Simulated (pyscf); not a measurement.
Thermochemistry of product channels of `[O]1[SiH2][O][SiH2][O][SiH2]1` + `[F][CH][F]` [doublet] on the doublet surface, in kJ/mol, from ωB97M-D3(BJ)/def2-TZVP energies (ideal gas, 1 atm, RRHO with modes under 100 cm⁻¹ raised to 100, one conformer, R ln 2 for chiral ones without a mode under 150 cm⁻¹). Optimised with ωB97X-D3(BJ)/def2-SVP in PySCF.

| products | ΔE | ΔH(298 K) | ΔG(298 K) | ΔG(900 K) |
|---|---|---|---|---|
| `[F][SiH]1[O][SiH2][O][SiH2][O]1` + `[CH2][F]` [doublet] | -209.2 | -206.6 | -209.3 | -216.6 |
| `[F][CH][SiH]1[O][SiH2][O][SiH2][O]1` [doublet] + `[FH]` | -58.1 | -56.8 | -53.5 | -53.5 |

These are energies of the channels, which say nothing of barriers.
